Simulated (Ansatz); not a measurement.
**CHO+: functionals against CCSD(T) at one geometry**

The task here is to estimate one member of a computed series from the others.

Method: single points in def2-TZVPP; program: Ansatz 0.2.0, Gaussian basis.

Correlated methods freeze the cores.

## Where the work starts

SMILES `[CH+]=O`, 3 atoms, charge 1, spin multiplicity 1.

Atoms are counted from 1 here; the program's logs count them from 0.

Bond lengths: C1–O2 1.058 Å, C1–H3 1.104 Å. Angles: O2–C1–H3 173.8°.

Geometry (Å):

```
C     0.0457   -0.1088    0.0277
O     0.9643    0.0730    0.5202
H    -0.9030   -0.1880   -0.5311
```

The first run:

run/in.yaml reads:

```yaml
crystal:
  periodic: [false, false, false]
  atoms:
    - {symbol: C, position_ang: [0.045700, -0.108800, 0.027700]}
    - {symbol: O, position_ang: [0.964300, 0.073000, 0.520200]}
    - {symbol: H, position_ang: [-0.903000, -0.188000, -0.531100]}
basis:
  gaussian: {orbitals: def2-TZVPP}
total_charge: 1
correlation: {method: ccsd_t}
output: {forces: true}
```

The command line of these runs was not kept.

Among the steps run: CCSD(T)/def2-TZVPP; PBE0-D4/def2-TZVPP; wB97M-V/def2-TZVPP; r2SCAN-D4/def2-TZVPP; PBE-D4/def2-TZVPP; SPW92/def2-TZVPP; r2SCAN0-D4/def2-TZVPP.

One of the session's tables, all rows but one given; the rest of the session is left out.

| method | RMS force component (eV/Å) | angle to CCSD(T) forces (°) |
| --- | --- | --- |
| CCSD(T) | 4.250 | reference |
| PBE0-D4 | 3.462 | 0.8 |
| wB97M-V | 3.533 | 0.7 |
| r2SCAN-D4 | 3.729 | 0.5 |
| PBE-D4 | ? | ? |
| SPW92 | 3.729 | 3.2 |
| r2SCAN0-D4 | 3.113 | 1.8 |

Q: Estimate the row for PBE-D4 from the others.

**Answer.** RMS force component (eV/Å): 4.278; angle to CCSD(T) forces (°): 1.7. In the column «RMS force component (eV/Å)» it is the highest.
